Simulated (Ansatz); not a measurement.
# triplet C2H3F at 6 levels

Wanted: a comparison of 6 runs (UHF/3-21G, U-r2SCAN/def2-TZVP, UB2PLYP/def2-TZVP, UBLYP/def2-TZVP, UCAM-B3LYP/def2-TZVP, UMP2/def2-TZVP) of triplet C2H3F. 

The results are computed with Ansatz 0.2.0.

44 further runs of the same task are left out: 44 set aside as unsound or not needed.

### Step 1. Starting point

C2H3F: 6 atoms, total charge 0, spin state triplet. SMILES of the parent species: `C=CF`. Geometry: relaxed at PBE0-D4/def2-TZVP. That shape belongs to the parent species and isn't relaxed for this state.

Bond lengths: C1–C2 1.316 Å, C2–F3 1.336 Å, C1–H4 1.082 Å, C1–H5 1.081 Å, C2–H6 1.084 Å. Angles: C1–C2–F3 122.3°, C1–C2–H6 125.7°, F3–C2–H6 112.0°, C2–C1–H4 121.6°, C2–C1–H5 119.2°, H4–C1–H5 119.2°.

### Step 2. A single-point energy at UHF/3-21G (run 1)

File molecule.yaml:

```yaml
crystal:
  periodic: [false, false, false]
  atoms:
    - symbol: C
      position_ang: [-0.536200, 0.076400, -0.442800]
    - symbol: C
      position_ang: [0.490000, -0.016300, 0.376600]
    - symbol: F
      position_ang: [0.966200, -1.192400, 0.795500]
    - symbol: H
      position_ang: [-1.043900, -0.803300, -0.816600]
    - symbol: H
      position_ang: [-0.880200, 1.054100, -0.749700]
    - symbol: H
      position_ang: [1.046100, 0.817400, 0.790700]
basis:
  gaussian:
    orbitals: 3-21G.json
output: {orbitals: {seedname: orbitals}}
hamiltonian:
  xc: hf
magnetization:
  spin_polarized: true
  initial_magnetization: 2
accuracy: high
```

The basis set 3-21G is read from a file made from the Basis Set Exchange's data (not shown).

Launch:

```sh
$ ansatz run molecule.yaml --threads 1 --pin off --max-ram 3480MiB --events-out events.jsonl --progress --plain --runs-dir runs
```

What it wrote:

```text
Warning: RAYON_NUM_THREADS=1 ignored (pool sized by the plan → 1); use --threads N
Functional definition: HF
  name "HF"
  exchange = exact_x
  correlation = 0
710 factors; integrals over basis functions are off by at most 9.1e-9 eV
mean field evaluation 1: about -4782.1039 eV, gradient 1.3e1 eV
mean field evaluation 2: about -4782.0995 eV, gradient 1.3e1 eV
mean field evaluation 4: about -4783.1804 eV, gradient 2.3e0 eV
mean field evaluation 8: about -4783.2346 eV, gradient 1.1e-1 eV
mean field -4783.23468585 eV, -175.7806325123 hartree, gradient 2.5e-8 eV, S^2 2.019837; 0 other end points of the search recorded, 0 dependent functions left out
reference -4783.23468585 eV, -175.7806325123 hartree; 13, 11 occupied and 20, 22 virtual orbitals, 710 factors
Total energy: -4783.23468585 eV, -175.7806325123 hartree
```

Wall time 0.38 s (1 thread of Intel Xeon Platinum 8259CL at 2.50GHz (Skylake/Cascade Lake), shared host); peak memory 0.094 GiB.

### Step 3. A single-point energy at U-r2SCAN/def2-TZVP (run 2)

File in.yaml:

```yaml
crystal:
  periodic: [false, false, false]
  atoms:
    - symbol: C
      position_ang: [-0.536200, 0.076400, -0.442800]
    - symbol: C
      position_ang: [0.490000, -0.016300, 0.376600]
    - symbol: F
      position_ang: [0.966200, -1.192400, 0.795500]
    - symbol: H
      position_ang: [-1.043900, -0.803300, -0.816600]
    - symbol: H
      position_ang: [-0.880200, 1.054100, -0.749700]
    - symbol: H
      position_ang: [1.046100, 0.817400, 0.790700]
basis:
  gaussian: {orbitals: def2-TZVP}
total_charge: 0
magnetization: {spin_polarized: true, initial_magnetization: 2}
hamiltonian: {xc: {name: r2SCAN}}
accuracy: high
output: {orbitals: {seedname: orbitals}}
```

Launch:

```sh
$ ansatz run in.yaml --threads 1 --pin off --max-ram 3480MiB --events-out events.jsonl --progress --plain --runs-dir runs
```

What it wrote:

```text
Warning: RAYON_NUM_THREADS=1 ignored (pool sized by the plan → 1); use --threads N
Functional definition: r2SCAN
  name "r2SCAN"
  parameter k0 = 0.174
  parameter k1 = 0.065
  parameter a1 = 4.9479
  exchange = r2scan_x(k0 = k0, k1 = k1, a1 = a1)
  correlation = r2scan_c
1965 factors; integrals over basis functions are off by at most 4.0e-9 eV
mean field evaluation 1: about -4826.9090 eV, gradient 3.8e1 eV
mean field evaluation 2: about -4821.2202 eV, gradient 5.3e1 eV
mean field evaluation 4: about -4833.9910 eV, gradient 5.2e0 eV
mean field evaluation 8: about -4834.0654 eV, gradient 1.1e-1 eV
mean field evaluation 16: about -4834.0655 eV, gradient 2.1e-5 eV
mean field -4834.06545107 eV, -177.6486286796 hartree, gradient 4.7e-8 eV, S^2 2.011797; 0 other end points of the search recorded, 0 dependent functions left out
reference -4834.06545306 eV, -177.6486287526 hartree; 13, 11 occupied and 98, 100 virtual orbitals, 1965 factors
Total energy: -4834.06545306 eV, -177.6486287526 hartree
```

Run time: 12 s. Hardware: 1 thread of Intel Xeon Platinum 8259CL at 2.50GHz (Skylake/Cascade Lake), shared host; peak memory 0.4 GiB.

Runs 3 to 4 aren't shown in full; the table further down has their settings and results.

### Step 4. A single-point energy at UCAM-B3LYP/def2-TZVP (run 5)

File run.yaml:

```yaml
crystal:
  periodic: [false, false, false]
  atoms:
    - {symbol: C, position_ang: [-0.536200, 0.076400, -0.442800]}
    - {symbol: C, position_ang: [0.490000, -0.016300, 0.376600]}
    - {symbol: F, position_ang: [0.966200, -1.192400, 0.795500]}
    - {symbol: H, position_ang: [-1.043900, -0.803300, -0.816600]}
    - {symbol: H, position_ang: [-0.880200, 1.054100, -0.749700]}
    - {symbol: H, position_ang: [1.046100, 0.817400, 0.790700]}
basis:
  gaussian: {orbitals: def2-TZVP}
magnetization: {spin_polarized: true, initial_magnetization: 2}
hamiltonian: {xc: {name: CAM-B3LYP}}
accuracy: high
output: {orbitals: {seedname: orbitals}}
```

Launch:

```sh
$ ansatz run run.yaml --threads 1 --pin off --max-ram 3480MiB --events-out events.jsonl --progress --plain --runs-dir runs
```

What it wrote:

```text
Warning: RAYON_NUM_THREADS=1 ignored (pool sized by the plan → 1); use --threads N
Functional definition: CAM-B3LYP
  name "CAM-B3LYP"
  parameter alpha = 0.19
  parameter beta = 0.46
  parameter omega = 0.33/bohr
  parameter ac = 0.81
  exchange = (1 - alpha - beta)*b88_x + beta*b88_x_sr(omega) + alpha*exact_x + beta*exact_x_lr(omega)
  correlation = (1 - ac)*vwn5_c + ac*lyp_c
1965 factors; integrals over basis functions are off by at most 4.0e-9 eV
308 factors; integrals over basis functions are off by at most 1.9e-9 eV
mean field evaluation 1: about -4831.4808 eV, gradient 2.5e1 eV
mean field evaluation 2: about -4832.6532 eV, gradient 2.0e1 eV
mean field evaluation 4: about -4834.4439 eV, gradient 2.2e0 eV
mean field evaluation 8: about -4834.5648 eV, gradient 1.9e-1 eV
mean field evaluation 16: about -4834.5653 eV, gradient 2.3e-4 eV
mean field -4834.56525032 eV, -177.6669959631 hartree, gradient 4.4e-8 eV, S^2 2.006910; 0 other end points of the search recorded, 0 dependent functions left out
reference -4834.56526644 eV, -177.6669965555 hartree; 13, 11 occupied and 98, 100 virtual orbitals, 1965 factors
Total energy: -4834.56526644 eV, -177.6669965555 hartree
```

Run time: 15 s. Hardware: 1 thread of Intel Xeon Platinum 8259CL at 2.50GHz (Skylake/Cascade Lake), shared host; peak memory 0.43 GiB.

### Step 5. A single-point energy at UMP2/def2-TZVP (run 6)

File in.yaml:

```yaml
crystal:
  periodic: [false, false, false]
  atoms:
    - {symbol: C, position_ang: [-0.536200, 0.076400, -0.442800]}
    - {symbol: C, position_ang: [0.490000, -0.016300, 0.376600]}
    - {symbol: F, position_ang: [0.966200, -1.192400, 0.795500]}
    - {symbol: H, position_ang: [-1.043900, -0.803300, -0.816600]}
    - {symbol: H, position_ang: [-0.880200, 1.054100, -0.749700]}
    - {symbol: H, position_ang: [1.046100, 0.817400, 0.790700]}
basis:
  gaussian: {orbitals: def2-TZVP}
magnetization: {spin_polarized: true, initial_magnetization: 2}
correlation: {method: mp2, frozen_orbitals: {C: 1, F: 1, H: 0}}
accuracy: high
```

Launch:

```sh
$ ansatz run in.yaml --threads 1 --pin off --max-ram 3480MiB --events-out events.jsonl --progress --plain --runs-dir runs
```

What it wrote:

```text
Warning: RAYON_NUM_THREADS=1 ignored (pool sized by the plan → 1); use --threads N
[... 4 set-up lines as earlier in the session ...]
1965 factors; integrals over basis functions are off by at most 4.0e-9 eV
mean field evaluation 1: about -4809.9649 eV, gradient 1.7e1 eV
mean field evaluation 2: about -4809.9684 eV, gradient 1.7e1 eV
mean field evaluation 4: about -4811.6580 eV, gradient 2.4e0 eV
mean field evaluation 8: about -4811.7278 eV, gradient 1.9e-1 eV
mean field -4811.72837378 eV, -176.8277562299 hartree, gradient 1.4e-8 eV, S^2 2.022228; 0 other end points of the search recorded, 0 dependent functions left out
3 core orbitals not correlated: weight in the atoms' cores, before any rotation towards them, 1.000 or more for the frozen orbitals, at most 0.000 for the correlated occupied ones
reference -4811.72837378 eV, -176.8277562299 hartree; 10, 8 occupied and 98, 100 virtual orbitals, 1965 factors
second order -14.12985339 eV of doubles, -0.00000000 eV of singles
Total energy: -4825.85822717 eV, -177.3470187644 hartree
```

It took 5.1 s on 1 thread of Intel Xeon Platinum 8259CL at 2.50GHz (Skylake/Cascade Lake), shared host; peak memory 0.32 GiB.

### Step 6. The series

| run | level | frozen core orbitals | energy (Eh) | HOMO energy (eV) | ⟨S²⟩ | wall time |
| --- | --- | --- | --- | --- | --- | --- |
| 1 | UHF/3-21G | – | -175.780633 | -6.64 | 2.020 | 0.38 s |
| 2 | U-r2SCAN/def2-TZVP | – | -177.648629 | -2.34 | 2.012 | 12 s |
| 3 | UB2PLYP/def2-TZVP | 3 | -177.600690 | -4.50 | 2.011 | 19 s |
| 4 | UBLYP/def2-TZVP | – | -177.687883 | -1.80 | 2.005 | 7.8 s |
| 5 | UCAM-B3LYP/def2-TZVP | – | -177.666997 | -4.63 | 2.007 | 15 s |
| 6 | UMP2/def2-TZVP | 3 | -177.347019 | – | 2.022 | 5.1 s |

### Step 7. Summary of results

| quantity | value |
| --- | --- |
| run 6: total energy | -177.34702 Eh |
| run 6: correlation energy (3 core orbitals frozen) | -519.3 mEh |
| run 6: ⟨S²⟩ of the reference determinant | 2.022 |

**Reading.** Totals of different functionals can't be ranked against each other. All runs together took 59 s, the longest 19 s.
